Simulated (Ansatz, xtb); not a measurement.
# NO3−: which of two structures lies lower

Structure a: a singlet given by its coordinates. Structure b: a singlet given by its coordinates. Both are isolated ions in the gas phase, relaxed with B3LYP-D3(BJ)/def2-SVPD.

a (Å):

```xyz
4

N    -0.1997    0.8287   -0.4090
O     0.6267    1.6723   -0.1284
O     0.2228   -0.4547   -0.3848
O     1.5366   -0.7033   -0.0494
```

Close contacts (Å): N1–O2 1.21, N1–O3 1.35, O3–O4 1.38.

b (Å):

```xyz
4

N    -0.3984   -0.8745   -0.8140
O    -0.5714    0.0183   -1.6391
O    -0.6885   -0.4652    0.4122
O    -0.5094   -1.4433    1.3953
```

Close contacts (Å): N1–O2 1.23, N1–O3 1.32, O3–O4 1.40.

Energies in hartree; the thermal terms are from B3LYP-D3(BJ)/def2-SVPD harmonic frequencies (ideal gas, rigid rotor, one conformer each, 298.15 K, 1 atm) and include the zero-point energy:

|  | a | b |
| --- | --- | --- |
| E, CCSD(T)/def2-TZVPPD | −279.923021 | −279.917182 |
| zero-point energy | 0.011455 | 0.010977 |
| H(298 K) − E | 0.016001 | 0.015721 |
| G(298 K) − E | −0.014298 | −0.014670 |

Q: Work out ΔE, ΔE₀, ΔH and ΔG for a → b in kJ/mol (1 Eh = 2625.50 kJ/mol) and the equilibrium ratio [b]/[a].

A: 1. ΔE = −279.917182 − (−279.923021) = +0.005839 Eh = +15.33 kJ/mol.
2. ΔE₀ = ΔE + ΔZPE = +0.005839 + (−0.000478) Eh = +14.08 kJ/mol.
3. ΔH = ΔE + (−0.000280) Eh = +14.60 kJ/mol.
4. ΔG = ΔE + (−0.000372) Eh = +14.35 kJ/mol, so ΔS = (ΔH − ΔG)/T = +0.8 J/(mol K).
5. kT = 0.9442 mEh, so K = [b]/[a] = exp(−ΔG/kT) = exp(−5.79) ≈ 0.0031.

Structure a is favoured at this temperature. An error of 4 kJ/mol in ΔG would change K by a factor of 5. HF/def2-TZVPPD gave ΔE the other sign. Large T1 diagnostics make the coupled-cluster value less sure. Mirror images and further conformers aren't counted.

Other levels gave ΔE = +13.9 (B3LYP-D3(BJ)/def2-SVPD); −9.8 (HF/def2-TZVPPD); +17.1 (MP2/def2-TZVPPD) kJ/mol. The correlated steps freeze 4 core orbitals. Programs: Ansatz 0.2.0.
